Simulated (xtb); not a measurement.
Input for xtb: GFN1-xTB on C3H7ts, 2S+1 = 2.

```
$ xtb mol.xyz --gfn 1 --sp --chrg 0 --uhf 1
10

C     -0.47213200     0.64593300    -0.00004300
C     -1.38261700    -0.36388500    -0.00000200
H     -0.23204400     1.16457500    -0.91726400
H     -0.23234200     1.16475900     0.91716900
H     -1.72712800    -0.80981000     0.92251900
H     -1.72693600    -0.81013100    -0.92243500
C      1.61201500    -0.24218900     0.00003500
H      2.19518200     0.66867100    -0.00126900
H      1.58942300    -0.80961900    -0.91863200
H      1.59024500    -0.80759800     0.91996900
```

The log:

```
[...]
           -------------------------------------------------
          |                Calculation Setup                |
           -------------------------------------------------



molecular fragmentation (1/2 indicates fragments):
1111112222
# atoms in fragment 1/2:     6     4
 fragment masses (1/2) :       28.05       15.03
CMA distance (Bohr)    :   4.940
constraining FC (au)   :  0.0500

           -------------------------------------------------
          |                 G F N 1 - x T B                 |
           -------------------------------------------------

        Reference                      10.1021/acs.jctc.7b00118
      * Hamiltonian:
        H0-scaling (s, p, d)           1.850000    2.250000    2.000000
        zeta-weighting                 0.000000
      * Dispersion:
        s8                             2.400000
        a1                             0.630000
        a2                             5.000000
        s9                             0.000000
      * Repulsion:
        kExp                           1.500000
        rExp                           1.000000
      * Coulomb:
        alpha                          2.000000
        third order                    atomic
        anisotropic                    false
      * Halogen bond correction:
        rad-scale                      1.300000
        damping                        0.440000


          ...................................................
          :                      SETUP                      :
          :.................................................:
          :  # basis functions                  26          :
          :  # atomic orbitals                  26          :
          :  # shells                           20          :
          :  # electrons                        19          :
          :  # halogen bonds                     0          :
          :  max. iterations                   250          :
          :  Hamiltonian                  GFN1-xTB          :
          :  restarted?                      false          :
          :  GBSA solvation                  false          :
          :  PC potential                    false          :
          :  electronic temp.          300.0000000     K    :
          :  accuracy                    1.0000000          :
          :  -> integral cutoff          0.2500000E+02      :
          :  -> integral neglect         0.1000000E-07      :
          :  -> SCF convergence          0.1000000E-05 Eh   :
          :  -> wf. convergence          0.2000000E-04 e    :
          :  Broyden damping             0.4000000          :
          :  net charge                          0          :
          :  unpaired electrons                  1          :
          ...................................................

 iter      E             dE          RMSdq      gap      omega  full diag
   1    -10.1284927 -0.101285E+02  0.768E+00    3.59       0.0  T
   2    -10.1426779 -0.141852E-01  0.462E+00    3.18       1.0  T
   3    -10.1417386  0.939277E-03  0.771E-01    3.44       1.0  T
   4    -10.1443460 -0.260744E-02  0.236E-01    3.25       1.0  T
   5    -10.1445660 -0.219998E-03  0.283E-02    3.27       1.1  T
   6    -10.1445703 -0.427491E-05  0.233E-03    3.27      13.6  T
   7    -10.1445703 -0.162879E-07  0.627E-04    3.27      50.4  T
   8    -10.1445703 -0.375076E-08  0.102E-04    3.27     309.4  T
   9    -10.1445703 -0.583853E-10  0.259E-05    3.27    1222.0  T

   *** convergence criteria satisfied after 9 iterations ***

         #    Occupation            Energy/Eh            Energy/eV
      -------------------------------------------------------------
         1        2.0000           -0.6427099             -17.4890
       ...           ...                  ...                  ...
         4        2.0000           -0.5597030             -15.2303
         5        2.0000           -0.5237114             -14.2509
         6        2.0000           -0.5170419             -14.0694
         7        2.0000           -0.5112351             -13.9114
         8        2.0000           -0.4839209             -13.1682
         9        2.0000           -0.4577796             -12.4568
        10        1.0000           -0.3541846              -9.6379 (HOMO)
        11                         -0.2340356              -6.3684 (LUMO)
        12                         -0.1189171              -3.2359
        13                         -0.1093363              -2.9752
        14                         -0.0940097              -2.5581
        15                         -0.0868004              -2.3620
       ...                                ...                  ...
        26                          0.4881258              13.2826
      -------------------------------------------------------------
                  HL-Gap            0.1201490 Eh            3.2694 eV
             Fermi-level           -0.3500461 Eh           -9.5252 eV

 SCC (total)                   0 d,  0 h,  0 min,  0.009 sec
 SCC setup                      ...        0 min,  0.000 sec (  1.428%)
 Dispersion                     ...        0 min,  0.000 sec (  0.822%)
 classical contributions        ...        0 min,  0.000 sec (  0.453%)
 integral evaluation            ...        0 min,  0.002 sec ( 24.881%)
 iterations                     ...        0 min,  0.002 sec ( 26.069%)
 molecular gradient             ...        0 min,  0.004 sec ( 43.651%)
 printout                       ...        0 min,  0.000 sec (  2.502%)

         :::::::::::::::::::::::::::::::::::::::::::::::::::::
         ::                     SUMMARY                     ::
         :::::::::::::::::::::::::::::::::::::::::::::::::::::
         :: total energy              -9.983406117999 Eh    ::
         :: gradient norm              0.028703024530 Eh/a0 ::
         :: HOMO-LUMO gap              3.269420063210 eV    ::
         ::.................................................::
         :: SCC energy               -10.144570307756 Eh    ::
         :: -> electrostatic           0.000368711475 Eh    ::
         :: repulsion energy           0.163597950157 Eh    ::
         :: dispersion energy         -0.002433760400 Eh    ::
         :: halogen bond corr.         0.000000000000 Eh    ::
         :: add. restraining           0.000000000000 Eh    ::
         :: total charge               0.000000000000 e     ::
         :::::::::::::::::::::::::::::::::::::::::::::::::::::

           -------------------------------------------------
          |                Property Printout                |
           -------------------------------------------------

    * Orbital Energies and Occupations

         #    Occupation            Energy/Eh            Energy/eV
      -------------------------------------------------------------
         1        2.0000           -0.6427099             -17.4890
         2        2.0000           -0.6126208             -16.6703
         3        2.0000           -0.5958650             -16.2143
         4        2.0000           -0.5597030             -15.2303
         5        2.0000           -0.5237114             -14.2509
         6        2.0000           -0.5170419             -14.0694
         7        2.0000           -0.5112351             -13.9114
         8        2.0000           -0.4839209             -13.1682
         9        2.0000           -0.4577796             -12.4568
        10        1.0000           -0.3541846              -9.6379 (HOMO)
        11                         -0.2340356              -6.3684 (LUMO)
        12                         -0.1189171              -3.2359
        13                         -0.1093363              -2.9752
        14                         -0.0940097              -2.5581
Note: The following floating-point exceptions are signalling: IEEE_DENORMAL
normal termination of xtb
        15                         -0.0868004              -2.3620
        16                         -0.0558171              -1.5189
        17                         -0.0534844              -1.4554
        18                         -0.0415499              -1.1306
        19                          0.2258227               6.1449
        20                          0.2906474               7.9089
        21                          0.3289956               8.9524
       ...                                ...                  ...
        26                          0.4881258              13.2826
      -------------------------------------------------------------
                  HL-Gap            0.1201490 Eh            3.2694 eV
             Fermi-level           -0.3500461 Eh           -9.5252 eV

  Mulliken/CM5 charges         n(s)   n(p)   n(d)
     1C    -0.04014 -0.14798   1.052  2.988  0.000
     2C    -0.06828 -0.17409   1.051  3.017  0.000
     3H     0.03165  0.08574   0.968  0.000  0.000
     4H     0.03165  0.08574   0.968  0.000  0.000
     5H     0.03125  0.08385   0.969  0.000  0.000
     6H     0.03125  0.08385   0.969  0.000  0.000
     7C    -0.12062 -0.27055   1.063  3.058  0.000
     8H     0.03447  0.08429   0.966  0.000  0.000
     9H     0.03438  0.08457   0.966  0.000  0.000
    10H     0.03438  0.08457   0.966  0.000  0.000

Wiberg/Mayer (AO) data.
largest (>0.10) Wiberg bond orders for each atom

 ---------------------------------------------------------------------------
     #   Z sym  total        # sym  WBO       # sym  WBO       # sym  WBO
 ---------------------------------------------------------------------------
     1   6 C    3.996 --     2 C    1.719     4 H    0.977     3 H    0.977
                             7 C    0.316
     2   6 C    3.905 --     1 C    1.719     6 H    0.983     5 H    0.983
                             7 C    0.205
     3   1 H    1.015 --     1 C    0.977
     4   1 H    1.015 --     1 C    0.977
     5   1 H    1.006 --     2 C    0.983
     6   1 H    1.006 --     2 C    0.983
     7   6 C    3.541 --     9 H    0.998    10 H    0.998     8 H    0.998
                             1 C    0.316     2 C    0.205
     8   1 H    1.005 --     7 C    0.998
     9   1 H    1.007 --     7 C    0.998
    10   1 H    1.007 --     7 C    0.998
 ---------------------------------------------------------------------------

Topologies differ in total number of bonds
Writing topology from bond orders to xtbtopo.mol

 dipole moment from electron density (au)
     X       Y       Z
   0.0350   0.0214  -0.0000  total (Debye):    0.104


           -------------------------------------------------
          | TOTAL ENERGY               -9.983406117999 Eh   |
          | GRADIENT NORM               0.028703024530 Eh/α |
          | HOMO-LUMO GAP               3.269420063210 eV   |
           -------------------------------------------------

------------------------------------------------------------------------
------------------------------------------------------------------------
 total:
 SCF:
```

The run finished.

Cost: roughly 0.06 core-seconds.
